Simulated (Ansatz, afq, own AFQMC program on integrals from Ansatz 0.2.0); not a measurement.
## AlBH⁺, singlet in 6-31G, levels against full CI

```xyz
3

B     0.0000   -0.1388    1.5159
Al    0.0000    0.0968   -0.5473
H     0.0000   -1.1027   -1.6081
```

Connectivity, by distances: B–AlH.

Basis 6-31G. Only valence electrons are correlated. Ansatz 0.2.0 and our own AFQMC program on the same integrals; the CISD trial comes from CCSD amplitudes, and released means the phaseless constraint is let go. Uncertainties: one standard error, sampling alone.

Determinant: UHF, the one that the program's search chose, which needn't be the lowest solution. The geometry is a PBE0/def2-TZVP stationary point of this or a neighbouring charge and spin state.

Full CI on the same integrals is exact in this basis and with this determinant's frozen core.

Cautions: strong correlation (T1 0.115, weight of the determinant 0.72, largest double 0.15); unrestricted determinant spin contaminated (⟨S²⟩ 0.89 against 0.00); the ph-AFQMC/HF walk drifts between its halves (2.9 errors).

```
T1 diagnostic                               : 0.1149
weight of the determinant in the CISD state : 0.719
⟨S²⟩ of the determinant                     : 0.889
size of the correlated space                : 6 electrons in 18 orbitals
```

Reference: full CI, correlation energy -2.303 eV. The released energy is read at 2.40 1/Eh (meV from the phaseless value at times in 1/Eh: -2 ± 7 at 0.24, -12 ± 7 at 0.51, -17 ± 5 at 0.99, -11 ± 7 at 1.62, -20 ± 12 at 2.40). The cautions show a poor starting determinant, so the rows tell how each method copes with it here, and full CI is the sure value.

| level | E − E(reference) (kcal/mol) | share of correlation (%) |
| --- | --- | --- |
| HF | 53.12 | 0.00 |
| MP2 | 24.78 | 53.36 |
| CCSD | 3.28 | 93.83 |
| CCSD(T) | 1.71 | 96.79 |
| CCSDT | 0.31 | 99.41 |
| CCSDT(Q) | 0.06 | 99.89 |
| CCSDTQ | 0.01 | 99.99 |
| ph-AFQMC/HF | 3.10 ± 0.46 | 94.16 |
| ph-AFQMC/CISD | 0.87 ± 0.16 | 98.37 |
| released AFQMC | 0.41 ± 0.27 | 99.23 |

CCSDT and higher add their correlation energy to the determinant of the CCSD(T) run, since their own runs factorise the integrals more tightly (a shift of under 2 meV). A walk keeps the symmetry of its determinant, which the program's search chose and which needn't be the lowest solution, so a lower state of the same spin and another symmetry isn't excluded. Released energies are given only where the last usable release times agree within the noise; a slower fall can still hide under it.
